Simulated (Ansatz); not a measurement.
Results of PBEsol (PAW; Ansatz, an electronic-structure program) for 1T (CdI2-type) TaSe2.

Run with plane-wave cutoff 520 eV, 18×18×10 k mesh (along the axes of the cell as run), Fermi–Dirac smearing 0.05 eV, scalar-relativistic PAW data made under PBE.

Shape and atoms are relaxed at each volume.

Pressure at four volumes; x = ln(V/21.322 Å³). One pressure is withheld.

```json
[
 {"V (Å³/atom)": "20.469", "x": "-0.0408", "P (GPa)": "?"},
 {"V (Å³/atom)": "20.895", "x": "-0.0202", "P (GPa)": "0.677"},
 {"V (Å³/atom)": "21.322", "x": "0.0000", "P (GPa)": "0.000"},
 {"V (Å³/atom)": "22.175", "x": "0.0392", "P (GPa)": "-0.803"}
]
```

Pass a parabola P(x) through the three rows shown, estimate the bulk modulus and its pressure derivative near zero pressure, and predict the withheld pressure.

Slopes between the rows: (0.000 − (0.677))/(0.0000 − (-0.0202)) = -33.51 and (-0.803 − (0.000))/(0.0392 − (0.0000)) = -20.48 GPa. Their difference over the span 0.0594 is c = 13.03/0.0594 = 219.4 GPa, so P(x) = 0.677 + (-33.51)(x − (-0.0202)) + 219.4 (x − (-0.0202))(x − (0.0000)). At the middle row B = −dP/dx = −[-33.51 + 219.4 × 0.0202] = 29.1 GPa, and B′ = dB/dP = 2c/B = 15.1. At x = -0.0408 the parabola gives 1.552 GPa; the run gives 1.568 GPa. The Birch–Murnaghan fit to the energies at all volumes has B0 = 28.6 GPa and B′ = 15.5.

Note: the cell comes from a level without a dispersion term, which matters for the spacing of layers, chains or molecules; the relaxation could not lower the start's symmetry, so the cell can be a saddle point above a distorted one; the cell has widely spaced layers and the level no dispersion term, so their spacing and the moduli can rest on weak binding.

Spin–orbit coupling is not included.
